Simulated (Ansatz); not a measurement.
Two shapes of singlet N2O.

Shape 1:

```xyz
3

N     0.0436   -0.0227   -1.2037
N    -0.0394    0.0049   -0.0379
O    -0.0400    0.0017    1.0748
```

Shape 2:

```xyz
3

N     0.0000    0.0000   -1.0987
N     0.0000    0.0000   -0.0628
O     0.0000    0.0000    1.0164
```

Basis set: 6-31G* (spherical functions). Frozen core: 3 orbitals. Charge 0, multiplicity 1.

Computed with Ansatz (development build ahead of 0.2.0); each method stands on the lowest determinant of its kind that the runs found.

Problem. Which shape is lower in energy, and by how much in each method?

Solution.

```
 method  E(2) − E(1) (eV)
    RHF             0.351
RHF-MP2             1.680
```

Shape 1 is lower. Caution: no unrestricted run beside it, a lower state can exist.
